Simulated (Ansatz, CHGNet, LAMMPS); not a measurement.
## Ladder of methods for the lattice constant a of corundum (α-Al2O3)

Reference value: 4.759 Å (measured, temperature not stated, not corrected to a static lattice; as tabulated in Lallet et al. (2009), arXiv:0801.3594).

Problem. What do ionic model lewis1985c, CHGNet-r²SCAN, LDA, PBE, PBE-D3(BJ), r²SCAN, HSE06 give, and how far is each from the reference?

Solution. 
| level (code) | value (Å) | difference (%) |
|---|---|---|
| ionic model lewis1985c (shell model, LAMMPS) | 4.818 | +1.24 |
| CHGNet-r²SCAN (CHGNet) | 4.754 | -0.11 |
| LDA (Ansatz) | 4.730 | -0.61 |
| PBE (Ansatz) | 4.809 | +1.05 |
| PBE-D3(BJ) (Ansatz) | 4.780 | +0.44 |
| r²SCAN (Ansatz) | 4.759 | 0.00 |
| HSE06 (Ansatz) | 4.753 | -0.13 |

Leaving aside ionic model lewis1985c, which can be fitted to such values or carry a doubt: The reference's temperature isn't stated, so close values are not ranked against it.

The reference has no zero-point or thermal correction, while the calculations are for a static lattice, so the differences are not the levels' errors alone. A static lattice is as a rule a little smaller than the measured one.  Cutoffs and k meshes differ between the levels. Ansatz's density-functional and Hartree–Fock values are scalar-relativistic unless marked +SOC, with PAW data made under PBE.

Empirical potentials (ionic model lewis1985c) are fitted to chosen data, which need not cover the solid at hand: agreement can be built in, and what lay outside the fit can be far off. Machine-learned potentials (CHGNet-r²SCAN) are trained on DFT data, which may include these solids.

Differences are worked out from the printed values.

Ansatz is a program for electronic structure.
